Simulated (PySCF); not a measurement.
Potential energy surface of CH₆Si, singlet: internal rotation, threefold axis kept, other coordinates relaxed. Scanned: torsion (0 = eclipsed). Other coordinates (C-Si length, H-C-Si angle, H-Si-C angle, C-H length, Si-H length) were minimised at B3LYP/def2-TZVP.

The free coordinates were minimised at B3LYP/def2-TZVP in PySCF; the energy column is CCSD(T) on RHF/cc-pVTZ, 6 core orbitals frozen run with PySCF 2.14.0, in kcal/mol.

| at / ° | C-Si length / Å | H-C-Si angle / ° | H-Si-C angle / ° | C-H length / Å | Si-H length / Å | E |
|---|---|---|---|---|---|---|
| 0 | 1.888 | 111.1 | 111.1 | 1.091 | 1.483 | 1.56 |
| 10 | 1.888 | 111.1 | 111.1 | 1.091 | 1.484 | 1.45 |
| 20 | 1.887 | 111.1 | 111.0 | 1.091 | 1.484 | 1.17 |
| 30 | 1.884 | 111.0 | 110.8 | 1.091 | 1.484 | 0.79 |
| 40 | 1.881 | 110.9 | 110.7 | 1.092 | 1.484 | 0.39 |
| 50 | 1.879 | 110.9 | 110.7 | 1.092 | 1.484 | 0.11 |
| 60 | 1.879 | 110.9 | 110.7 | 1.092 | 1.484 | 0.00 |
